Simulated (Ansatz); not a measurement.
**Al₂NH₅: one structure at several levels**

A test off equilibrium: a structure displaced at random from a GFN2-xTB minimum is computed at several levels, and each is set against CCSD(T).

Program: Ansatz 0.2.0, Gaussian basis. Level of theory: single points in def2-TZVPP. These are calculated values, not measurements.

Correlated methods freeze the cores.

### 1 Where the work starts

SMILES `[NH2][AlH][AlH2]`, 8 atoms, charge 0, spin multiplicity 1.

Atoms are counted from 1 here; the program's logs count them from 0.

Bond lengths: N1–Al2 1.961 Å, N1–H4 1.235 Å, N1–H5 0.802 Å, Al2–Al3 2.614 Å, Al2–H6 1.364 Å, Al3–H7 1.498 Å, Al3–H8 1.531 Å. Angles: Al2–N1–H4 131.7°, Al2–N1–H5 103.4°, H4–N1–H5 124.4°, N1–Al2–Al3 146.5°, N1–Al2–H6 118.1°, Al3–Al2–H6 93.5°, Al2–Al3–H7 82.7°, Al2–Al3–H8 147.3°, H7–Al3–H8 126.4°.

Coordinates:

```xyz
8
Al2H5N
N    -1.42030    1.38920   -1.05910
Al    0.02050    0.49710   -0.07230
Al    1.01870   -1.77570    0.74810
H    -2.33450    0.94420   -1.75980
H    -1.23750    2.16750   -0.99210
H     0.72510    1.22960    0.83720
H     2.10960   -0.89080    1.26910
H     1.08960   -3.29350    0.56260
```

### 2 CCSD(T)/def2-TZVPP

The input, run/in.yaml:

```yaml
crystal:
  periodic: [false, false, false]
  atoms:
    - {symbol: N, position_ang: [-1.420300, 1.389200, -1.059100]}
    - {symbol: Al, position_ang: [0.020500, 0.497100, -0.072300]}
    - {symbol: Al, position_ang: [1.018700, -1.775700, 0.748100]}
    - {symbol: H, position_ang: [-2.334500, 0.944200, -1.759800]}
    - {symbol: H, position_ang: [-1.237500, 2.167500, -0.992100]}
    - {symbol: H, position_ang: [0.725100, 1.229600, 0.837200]}
    - {symbol: H, position_ang: [2.109600, -0.890800, 1.269100]}
    - {symbol: H, position_ang: [1.089600, -3.293500, 0.562600]}
basis:
  gaussian: {orbitals: def2-TZVPP}
correlation: {method: ccsd_t}
output: {forces: true}
```

The command line of these runs was not kept.

### 3 PBE0-D4/def2-TZVPP

run/in.yaml, as its differences from that of step 2:

```diff
@@ -13,3 +13,3 @@
   gaussian: {orbitals: def2-TZVPP}
-correlation: {method: ccsd_t}
-output: {forces: true}
+hamiltonian: {xc: pbe0, dispersion: d4}
+output: {forces: true, orbitals: {seedname: orbitals}}
```

### 4 wB97M-V/def2-TZVPP

run/in.yaml, as its differences from that of step 3:

```diff
@@ -13,3 +13,3 @@
   gaussian: {orbitals: def2-TZVPP}
-hamiltonian: {xc: pbe0, dispersion: d4}
-output: {forces: true, orbitals: {seedname: orbitals}}
+hamiltonian: {xc: {name: wB97M-V}}
+output: {forces: true}
```

### 5 r2SCAN-D4/def2-TZVPP

run/in.yaml, as its differences from that of step 4:

```diff
@@ -13,3 +13,3 @@
   gaussian: {orbitals: def2-TZVPP}
-hamiltonian: {xc: {name: wB97M-V}}
+hamiltonian: {xc: r2scan, dispersion: d4}
 output: {forces: true}
```

### 6 PBE-D4/def2-TZVPP

run/in.yaml, as its differences from that of step 5:

```diff
@@ -13,3 +13,3 @@
   gaussian: {orbitals: def2-TZVPP}
-hamiltonian: {xc: r2scan, dispersion: d4}
+hamiltonian: {xc: pbe, dispersion: d4}
 output: {forces: true}
```

### 7 r2SCAN0-D4/def2-TZVPP

run/in.yaml, as its differences from that of step 6:

```diff
@@ -13,3 +13,3 @@
   gaussian: {orbitals: def2-TZVPP}
-hamiltonian: {xc: pbe, dispersion: d4}
+hamiltonian: {xc: {name: r2SCAN0}, dispersion: d4}
 output: {forces: true}
```

### 8 HSE06-D4/def2-TZVPP

run/in.yaml, as its differences from that of step 7:

```diff
@@ -13,3 +13,3 @@
   gaussian: {orbitals: def2-TZVPP}
-hamiltonian: {xc: {name: r2SCAN0}, dispersion: d4}
+hamiltonian: {xc: hse06, dispersion: d4}
 output: {forces: true}
```

(Steps that only read results are left out.)

**Question.** What will these runs give? Wanted: energy less free atoms, CCSD(T)/def2-TZVPP; RMS force component; RMS force error; HOMO and LUMO, PBE0-D4; T1 diagnostic.

The runs gave:

| quantity | value |
| --- | --- |
| energy less free atoms, CCSD(T)/def2-TZVPP | -17.901 eV |
| RMS force component | 6.413 to 6.466 eV/Å over the methods |
| RMS force error | PBE0-D4 0.051, wB97M-V 0.077, r2SCAN-D4 0.048, PBE-D4 0.126, r2SCAN0-D4 0.099, HSE06-D4 0.051 eV/Å |
| HOMO and LUMO, PBE0-D4 | -6.17 and -2.55 eV |
| T1 diagnostic | 0.015 |

In words: Against CCSD(T) the functionals' energies less atoms differ by -0.660 to -0.179 eV, PBE-D4 by -0.557 eV. CCSD(T) in triple zeta still lacks some correlation energy of the bonds, so part of these gaps is its own basis error and they don't rank the functionals. The forces of r2SCAN-D4 come nearest to CCSD(T), those of PBE-D4 are farthest. Frozen-core CCSD(T) forces in triple zeta carry basis errors of their own, and this is one geometry, so small gaps rank nothing.
